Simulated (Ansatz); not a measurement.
A run of Ansatz (development build ahead of 0.2.0) on singlet C2H4O2 at this shape:

```tsv
atom	x (Å)	y (Å)	z (Å)
C	0.0000	-0.8542	-0.0602
O	0.0000	-0.8423	1.0411
O	0.0000	0.1339	-0.7816
C	0.0000	1.2875	-0.1691
H	0.0000	-1.6944	-0.6409
H	0.0000	1.9921	-0.8903
H	-0.8206	1.3850	0.4153
H	0.8206	1.3850	0.4153
```

Its results:

```
Converged                       : yes
Reference energy                : -227.83494 hartree
Correlation energy              : -0.76503 hartree
Total energy                    : -228.59997 hartree
Spin squared of the determinant : 0.000
```

**Question.** Which input gives this output? Name the method, the orbitals and the basis set, and write the input.

**Answer.** RHF-MP2 in def2-TZVP. An unrestricted run that stays on the closed shell gives the same numbers.

```yaml
crystal:
  periodic: [false, false, false]
  atoms:
    - { symbol: C, position_ang: [0.0, -0.85422, -0.06015] }
    - { symbol: O, position_ang: [0.0, -0.84232, 1.04108] }
    - { symbol: O, position_ang: [0.0, 0.13387, -0.7816] }
    - { symbol: C, position_ang: [0.0, 1.28754, -0.16905] }
    - { symbol: H, position_ang: [0.0, -1.69442, -0.64088] }
    - { symbol: H, position_ang: [0.0, 1.99207, -0.89034] }
    - { symbol: H, position_ang: [-0.82064, 1.38505, 0.41525] }
    - { symbol: H, position_ang: [0.82064, 1.38505, 0.41525] }
basis:
  gaussian: { orbitals: def2-TZVP }
hamiltonian:
  xc: hf
correlation:
  method: mp2
  frozen_orbitals: { C: 1, H: 0, O: 1 }
```

Caution: no unrestricted run beside it, a lower state can exist.
